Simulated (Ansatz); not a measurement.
Ansatz (a first-principles code) input (B3LYP-D3(BJ)/def2-TZVP):

Ansatz 0.2 input:
```yaml
crystal:
  periodic: [false, false, false]
  atoms:
    - {symbol: C, position_ang: [-0.12819188, -1.79855064, -0.02279421]}
    - {symbol: C, position_ang: [0.14036256, -0.52663028, -0.01391446]}
    - {symbol: C, position_ang: [0.04067635, 0.80462693, 0.01087614]}
    - {symbol: H, position_ang: [-1.15297079, -2.16660009, 0.01318024]}
    - {symbol: H, position_ang: [0.65584793, -2.54974214, -0.06640254]}
    - {symbol: N, position_ang: [0.02572010, 1.97709517, 0.02974534]}
basis:
  gaussian:
    orbitals: def2-TZVP
hamiltonian:
  xc: b3lyp
  dispersion: d3bj
magnetization: {spin_polarized: true, initial_magnetization: 1}
phonons: {temperatures: {t_min: 298.15, t_max: 298.15, t_step: 100}}
```

Output:

```
Functional definition: B3LYP
integrals: 0.04 GiB planned
783 factors; their error is unknown
mean field: 0.53 GiB planned
mean field evaluation 1: about -4626.5489 eV, gradient 3.5e1 eV
mean field evaluation 2: about -4623.9079 eV, gradient 4.2e1 eV
mean field evaluation 4: about -4632.0988 eV, gradient 1.8e0 eV
mean field evaluation 8: about -4632.1222 eV, gradient 2.4e-1 eV
mean field evaluation 16: about -4632.1273 eV, gradient 4.3e-3 eV
mean field -4632.12728946 eV, -170.2275381190 hartree, gradient 5.5e-5 eV, S^2 0.774537; 0 other end points of the search recorded, 0 dependent functions left out
the calculation of the forces begins
reference -4632.12750068 eV, -170.2275458810 hartree; 14, 13 occupied and 122, 123 virtual orbitals, 783 factors
these checks for a lower state are left out or cut short: stability, starts, cluster_reference, orbital_swaps, neighbouring_geometries, increment
integrals: 0.04 GiB planned
783 factors; their error is unknown
mean field: 0.53 GiB planned
mean field -4632.12711965 eV, -170.2275318785 hartree, gradient 1.8e-6 eV, S^2 0.774496; 0 other end points of the search recorded, 0 dependent functions left out
the calculation of the forces begins
reference -4632.12733091 eV, -170.2275396423 hartree; 14, 13 occupied and 122, 123 virtual orbitals, 783 factors
these checks for a lower state are left out or cut short: stability, starts, cluster_reference, orbital_swaps, neighbouring_geometries, increment
integrals: 0.04 GiB planned
783 factors; their error is unknown
mean field: 0.53 GiB planned
mean field evaluation 32: about -4632.1229 eV, gradient 3.3e-1 eV
mean field -4632.12712331 eV, -170.2275320129 hartree, gradient 1.5e-6 eV, S^2 0.774577; 0 other end points of the search recorded, 0 dependent functions left out
the calculation of the forces begins
reference -4632.12733448 eV, -170.2275397734 hartree; 14, 13 occupied and 122, 123 virtual orbitals, 783 factors
these checks for a lower state are left out or cut short: stability, starts, cluster_reference, orbital_swaps, neighbouring_geometries, increment
integrals: 0.04 GiB planned
783 factors; their error is unknown
mean field: 0.53 GiB planned
mean field -4632.12712341 eV, -170.2275320168 hartree, gradient 1.8e-6 eV, S^2 0.774414; 0 other end points of the search recorded, 0 dependent functions left out
the calculation of the forces begins
reference -4632.12733469 eV, -170.2275397813 hartree; 14, 13 occupied and 122, 123 virtual orbitals, 783 factors
these checks for a lower state are left out or cut short: stability, starts, cluster_reference, orbital_swaps, neighbouring_geometries, increment
integrals: 0.04 GiB planned
783 factors; their error is unknown
mean field: 0.53 GiB planned
mean field -4632.12717425 eV, -170.2275338851 hartree, gradient 1.5e-6 eV, S^2 0.774661; 0 other end points of the search recorded, 0 dependent functions left out
the calculation of the forces begins
reference -4632.12738540 eV, -170.2275416449 hartree; 14, 13 occupied and 122, 123 virtual orbitals, 783 factors
these checks for a lower state are left out or cut short: stability, starts, cluster_reference, orbital_swaps, neighbouring_geometries, increment
integrals: 0.04 GiB planned
783 factors; their error is unknown
mean field: 0.53 GiB planned
mean field -4632.12726971 eV, -170.2275373933 hartree, gradient 1.5e-6 eV, S^2 0.774573; 0 other end points of the search recorded, 0 dependent functions left out
the calculation of the forces begins
reference -4632.12748092 eV, -170.2275451551 hartree; 14, 13 occupied and 122, 123 virtual orbitals, 783 factors
these checks for a lower state are left out or cut short: stability, starts, cluster_reference, orbital_swaps, neighbouring_geometries, increment
integrals: 0.04 GiB planned
[...]
mean field -4632.12726795 eV, -170.2275373287 hartree, gradient 1.8e-6 eV, S^2 0.774533; 0 other end points of the search recorded, 0 dependent functions left out
the calculation of the forces begins
reference -4632.12747919 eV, -170.2275450915 hartree; 14, 13 occupied and 122, 123 virtual orbitals, 783 factors
these checks for a lower state are left out or cut short: stability, starts, cluster_reference, orbital_swaps, neighbouring_geometries, increment
integrals: 0.04 GiB planned
783 factors; their error is unknown
mean field: 0.53 GiB planned
mean field -4632.12710544 eV, -170.2275313565 hartree, gradient 1.7e-6 eV, S^2 0.774242; 0 other end points of the search recorded, 0 dependent functions left out
the calculation of the forces begins
reference -4632.12731667 eV, -170.2275391189 hartree; 14, 13 occupied and 122, 123 virtual orbitals, 783 factors
these checks for a lower state are left out or cut short: stability, starts, cluster_reference, orbital_swaps, neighbouring_geometries, increment
integrals: 0.04 GiB planned
783 factors; their error is unknown
mean field: 0.53 GiB planned
mean field -4632.12705325 eV, -170.2275294383 hartree, gradient 1.5e-6 eV, S^2 0.774835; 0 other end points of the search recorded, 0 dependent functions left out
the calculation of the forces begins
reference -4632.12726445 eV, -170.2275372001 hartree; 14, 13 occupied and 122, 123 virtual orbitals, 783 factors
these checks for a lower state are left out or cut short: stability, starts, cluster_reference, orbital_swaps, neighbouring_geometries, increment
integrals: 0.04 GiB planned
783 factors; their error is unknown
mean field: 0.53 GiB planned
mean field -4632.12718870 eV, -170.2275344161 hartree, gradient 1.5e-6 eV, S^2 0.774537; 0 other end points of the search recorded, 0 dependent functions left out
the calculation of the forces begins
reference -4632.12739984 eV, -170.2275421755 hartree; 14, 13 occupied and 122, 123 virtual orbitals, 783 factors
these checks for a lower state are left out or cut short: stability, starts, cluster_reference, orbital_swaps, neighbouring_geometries, increment
integrals: 0.04 GiB planned
783 factors; their error is unknown
mean field: 0.53 GiB planned
mean field evaluation 128: about -4632.1272 eV, gradient 1.5e-6 eV
mean field -4632.12720454 eV, -170.2275349982 hartree, gradient 1.5e-6 eV, S^2 0.774536; 0 other end points of the search recorded, 0 dependent functions left out
the calculation of the forces begins
reference -4632.12741583 eV, -170.2275427630 hartree; 14, 13 occupied and 122, 123 virtual orbitals, 783 factors
these checks for a lower state are left out or cut short: stability, starts, cluster_reference, orbital_swaps, neighbouring_geometries, increment
integrals: 0.04 GiB planned
783 factors; their error is unknown
mean field: 0.53 GiB planned
mean field -4632.12726293 eV, -170.2275371442 hartree, gradient 1.8e-6 eV, S^2 0.774534; 0 other end points of the search recorded, 0 dependent functions left out
the calculation of the forces begins
reference -4632.12747414 eV, -170.2275449060 hartree; 14, 13 occupied and 122, 123 virtual orbitals, 783 factors
these checks for a lower state are left out or cut short: stability, starts, cluster_reference, orbital_swaps, neighbouring_geometries, increment
integrals: 0.04 GiB planned
783 factors; their error is unknown
mean field: 0.53 GiB planned
mean field -4632.12728763 eV, -170.2275380518 hartree, gradient 1.5e-6 eV, S^2 0.774539; 0 other end points of the search recorded, 0 dependent functions left out
the calculation of the forces begins
reference -4632.12749886 eV, -170.2275458142 hartree; 14, 13 occupied and 122, 123 virtual orbitals, 783 factors
these checks for a lower state are left out or cut short: stability, starts, cluster_reference, orbital_swaps, neighbouring_geometries, increment
integrals: 0.04 GiB planned
783 factors; their error is unknown
mean field: 0.53 GiB planned
mean field -4632.12723125 eV, -170.2275359800 hartree, gradient 1.5e-6 eV, S^2 0.774537; 0 other end points of the search recorded, 0 dependent functions left out
the calculation of the forces begins
reference -4632.12744252 eV, -170.2275437439 hartree; 14, 13 occupied and 122, 123 virtual orbitals, 783 factors
these checks for a lower state are left out or cut short: stability, starts, cluster_reference, orbital_swaps, neighbouring_geometries, increment
integrals: 0.04 GiB planned
783 factors; their error is unknown
mean field: 0.53 GiB planned
mean field -4632.12722377 eV, -170.2275357051 hartree, gradient 1.5e-6 eV, S^2 0.774536; 0 other end points of the search recorded, 0 dependent functions left out
the calculation of the forces begins
reference -4632.12743494 eV, -170.2275434654 hartree; 14, 13 occupied and 122, 123 virtual orbitals, 783 factors
these checks for a lower state are left out or cut short: stability, starts, cluster_reference, orbital_swaps, neighbouring_geometries, increment
integrals: 0.04 GiB planned
783 factors; their error is unknown
mean field: 0.53 GiB planned
mean field evaluation 160: about -4632.1231 eV, gradient 2.8e-1 eV
mean field -4632.12724671 eV, -170.2275365478 hartree, gradient 1.8e-6 eV, S^2 0.774535; 0 other end points of the search recorded, 0 dependent functions left out
the calculation of the forces begins
reference -4632.12745787 eV, -170.2275443081 hartree; 14, 13 occupied and 122, 123 virtual orbitals, 783 factors
these checks for a lower state are left out or cut short: stability, starts, cluster_reference, orbital_swaps, neighbouring_geometries, increment
integrals: 0.04 GiB planned
783 factors; their error is unknown
mean field: 0.53 GiB planned
mean field -4632.12726967 eV, -170.2275373916 hartree, gradient 1.5e-6 eV, S^2 0.774538; 0 other end points of the search recorded, 0 dependent functions left out
the calculation of the forces begins
reference -4632.12748093 eV, -170.2275451556 hartree; 14, 13 occupied and 122, 123 virtual orbitals, 783 factors
these checks for a lower state are left out or cut short: stability, starts, cluster_reference, orbital_swaps, neighbouring_geometries, increment
integrals: 0.04 GiB planned
783 factors; their error is unknown
mean field: 0.53 GiB planned
mean field -4632.12728466 eV, -170.2275379426 hartree, gradient 1.8e-6 eV, S^2 0.774536; 0 other end points of the search recorded, 0 dependent functions left out
the calculation of the forces begins
reference -4632.12749588 eV, -170.2275457048 hartree; 14, 13 occupied and 122, 123 virtual orbitals, 783 factors
these checks for a lower state are left out or cut short: stability, starts, cluster_reference, orbital_swaps, neighbouring_geometries, increment
integrals: 0.04 GiB planned
783 factors; their error is unknown
mean field: 0.53 GiB planned
mean field -4632.12728239 eV, -170.2275378591 hartree, gradient 1.8e-6 eV, S^2 0.774538; 0 other end points of the search recorded, 0 dependent functions left out
the calculation of the forces begins
reference -4632.12749360 eV, -170.2275456210 hartree; 14, 13 occupied and 122, 123 virtual orbitals, 783 factors
these checks for a lower state are left out or cut short: stability, starts, cluster_reference, orbital_swaps, neighbouring_geometries, increment
integrals: 0.04 GiB planned
783 factors; their error is unknown
mean field: 0.53 GiB planned
mean field evaluation 192: about -4632.1270 eV, gradient 2.8e-1 eV
mean field -4632.12716023 eV, -170.2275333700 hartree, gradient 1.5e-6 eV, S^2 0.774778; 0 other end points of the search recorded, 0 dependent functions left out
the calculation of the forces begins
reference -4632.12737148 eV, -170.2275411333 hartree; 14, 13 occupied and 122, 123 virtual orbitals, 783 factors
these checks for a lower state are left out or cut short: stability, starts, cluster_reference, orbital_swaps, neighbouring_geometries, increment
integrals: 0.04 GiB planned
783 factors; their error is unknown
mean field: 0.53 GiB planned
mean field -4632.12710335 eV, -170.2275312796 hartree, gradient 1.8e-6 eV, S^2 0.774299; 0 other end points of the search recorded, 0 dependent functions left out
the calculation of the forces begins
reference -4632.12731454 eV, -170.2275390405 hartree; 14, 13 occupied and 122, 123 virtual orbitals, 783 factors
Total energy: -4632.29046268 eV, -170.2335346241 hartree
Atom 0 at    -0.128192    -1.798551    -0.022794 Å, force    -0.000018     0.000178     0.000004 eV/Å
Atom 1 at     0.140363    -0.526630    -0.013914 Å, force    -0.000155     0.000016     0.000007 eV/Å
Atom 2 at     0.040676     0.804627     0.010876 Å, force     0.000005    -0.000059    -0.000001 eV/Å
Atom 3 at    -1.152971    -2.166600     0.013180 Å, force    -0.000058    -0.000171    -0.000000 eV/Å
Atom 4 at     0.655848    -2.549742    -0.066403 Å, force     0.000113     0.000007    -0.000004 eV/Å
Atom 5 at     0.025720     1.977095     0.029745 Å, force     0.000113     0.000028    -0.000004 eV/Å
Dipole moment:    -0.051249    -0.810608    -0.010539 e Å
Vibrations: 94.57 249.67 425.36 573.53 883.14 928.88 968.36 1432.57 1820.49 2104.43 3073.27 3148.24 cm⁻¹, zero-point energy 0.973431 eV
```

It need not be the lowest isomer of its formula.
